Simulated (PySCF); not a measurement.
Species: phosphanamine, H₄NP.
Numbering: `[NH2:1][PH2:2]` (hydrogens: H3, H4 on N1; H5, H6 on P2)

The geometry is computed with GFN2-xTB (gas phase).

Task: Give the optimised bond lengths and angles.

Result: 
| bond | length (Å) |
| --- | --- |
| N1–P2 | 1.700 |
| N1–H3, N1–H4 | 1.012 |
| P2–H5 | 1.400 |
| P2–H6 | 1.410 |

Bonds in one row agree within 0.01 Å and their mean is given. A selection of angles:
| angle | degrees |
| --- | --- |
| P2–N1–H3 | 116.7 |
| P2–N1–H4 | 113.4 |
| H3–N1–H4 | 110.2 |
| N1–P2–H5 | 95.5 |
| N1–P2–H6 | 101.5 |
| H5–P2–H6 | 90.9 |

N1 (nitrogen bonded to P and 2 H) is pyramidal (angles 116.7°, 113.4° and 110.2°, sum 340.3°, 0.31 Å off the plane of its three neighbours). P2 (three-coordinate phosphorus) is pyramidal (angles 101.5°, 95.5° and 90.9°, sum 287.9°, 0.77 Å off the plane of its three neighbours).

Point group: C1 (no symmetry element, even within 0.4 Å). Stationary, but not proved a minimum. The numbers are those of one conformer (H–N1–P2–H -65° and 166°).
